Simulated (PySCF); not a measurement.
Electric field gradients and quadrupole coupling constants

Species: hydroxylamine, H3NO.
Z-matrix (Å and degrees, PBE0-D3(BJ)/def2-TZVP geometry), rows numbered from 1:
```
N 
O   1  1.4217
H   1  1.0160  2  104.54
H   1  1.0158  2  104.61  3  -111.25
H   2  0.9603  1  102.85  3  -124.32
```

Field gradients from the PBE0/pcSseg-2 density (PySCF, non-relativistic), principal values in atomic units, ordered |Vxx| ≤ |Vyy| ≤ |Vzz|:

```json
{"atom": "N1", "Vxx": "0.0893", "Vyy": "1.2748", "Vzz": "-1.3641"}
{"atom": "O2", "Vxx": "0.0216", "Vyy": "2.3078", "Vzz": "-2.3294"}
```

Q: Find the asymmetry η = (Vxx − Vyy)/Vzz and the couplings χ = eQV/h (234.96 MHz × Q in barn × V in au), with Q(14N) = 0.02044 b, Q(17O) = −0.0256 b.

A: 
```csv
atom,environment,nucleus,η,χzz (MHz),χxx (MHz),χyy (MHz)
N1,hydroxylamine nitrogen,14N,0.87,-6.55,0.43,6.12
O2,hydroxyl oxygen,17O,0.98,14.01,-0.13,-13.88
```

At O2 η is above 0.9: Vyy and Vzz are nearly equal in size and opposite in sign, so a small change could swap them and flip the sign of χzz. The tensor is traceless: Vxx + Vyy + Vzz = 0.

Q: What is Vzz at O2 in SI units (1 au = 9.71736 × 10²¹ V/m²)?

A: -2.3294 au = -22.636 × 10²¹ V/m².

Q: What couplings would deuterons (Q(2H) = 0.00286 b) have in place of the hydrogens, at this geometry?

A: 
```tsv
atom	bonded to	bond length (Å)	Vzz (au)	η	χzz (kHz)
H3	N1	1.016	0.3693	0.18	248
H4	N1	1.016	0.3697	0.18	248
H5	O2	0.960	0.4547	0.17	306
```

Geometry: PBE0-D3(BJ)/def2-TZVP, one conformer, isolated molecule.
